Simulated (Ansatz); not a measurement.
Geometry optimisation, Ansatz, RKS PBE-D4/def2-SVP.

The input (input.yaml):

```yaml
crystal:
  periodic: [false, false, false]
  atoms:
    - { symbol: B, position_ang: [0.400058, -0.005564, 0.030282] }
    - { symbol: C, position_ang: [0.785277, -0.04243, 1.556026] }
    - { symbol: H, position_ang: [-0.019193, -0.281937, 2.286942] }
    - { symbol: H, position_ang: [1.66064, -0.705304, 1.726932] }
    - { symbol: H, position_ang: [1.16817, 0.978293, 1.797787] }
    - { symbol: H, position_ang: [1.344527, 0.065999, -0.701622] }
    - { symbol: H, position_ang: [-0.740979, -0.009056, -0.401047] }
basis:
  gaussian: { orbitals: def2-SVP }
hamiltonian:
  xc: pbe
  dispersion: d4
relax:
  f_tol: 0.03
  max_steps: 50
```

Run as:

```bash
$ ansatz run input.yaml --threads 1 --pin off --max-ram 2048MiB --backend cpu --events-out ev --progress --plain --runs-dir out
```

**Question.** Where does it end, and by what steps?

**Answer.** It converged. The force dipped under the threshold on the way, but the program's further checks kept it going. After 10 steps the energy has fallen by 0.039 eV; H7 moved furthest, 0.22 Å.

| step | energy less start (eV) | largest force component (eV/Å) | accepted |
| --- | --- | --- | --- |
| 0 | 0.0000 | 0.825 | yes |
| 1 | -0.0290 | 0.308 | yes |
| 2 | -0.0322 | 0.046 | yes |
| 3 | -0.0330 | 0.045 | yes |
| 4 | -0.0229 | 0.475 | no |
| 5 | -0.0369 | 0.068 | yes |
| 6 | -0.0358 | 0.153 | no |
| 7 | -0.0383 | 0.007 | yes |
| 8 | -0.0383 | 0.064 | yes |
| 9 | -0.0378 | 0.118 | no |
| 10 | -0.0386 | 0.001 | yes |

```xyz
7
Properties=species:S:1:pos:R:3
B 0.446 -0.015 0.043
C 0.807 -0.082 1.555
H -0.014 -0.384 2.234
H 1.743 -0.619 1.805
H 1.008 0.996 1.790
H 1.311 -0.089 -0.813
H -0.701 0.193 -0.319
```

Run time: 17 s on 1 thread of Arm Neoverse N1, on a shared host, peak memory 0.099 GiB.
